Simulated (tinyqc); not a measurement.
Geometry optimisation on the UHF/sto-3g surface (energies and gradients from PySCF), for BH, spin multiplicity 3, step by step. One step of it, computed by the program tinyqc.

Question. Step 2: move. Quasi-Newton step p = -H^(-1) g (the inverse Hessian comes from BFGS updates; coordinates in the order x, y, z of each atom); steps longer than 0.1 bohr are cut back.

positions after step 1 (bohr):
```
           x         y         z
1B  0.000000  0.000000  0.070711
2H  0.000000  0.000000  2.221527
```

gradient (hartree/bohr):
```
             x           y            z
1B  0.00000000  0.00000000   0.01222699
2H  0.00000000  0.00000000  -0.01222699
```

inverse Hessian in use (bohr^2/hartree):
```
          1         2         3         4         5         6
1  3.333333  0.000000  0.000000  0.000000  0.000000  0.000000
2  0.000000  3.333333  0.000000  0.000000  0.000000  0.000000
3  0.000000  0.000000  2.409553  0.000000  0.000000  0.923781
4  0.000000  0.000000  0.000000  3.333333  0.000000  0.000000
5  0.000000  0.000000  0.000000  0.000000  3.333333  0.000000
6  0.000000  0.000000  0.923781  0.000000  0.000000  2.409553
```

Give: positions after step 2.

Answer.

positions after step 2 (bohr):
```
         x       y       z
1B  0.0000  0.0000  0.0525
2H  0.0000  0.0000  2.2397
```
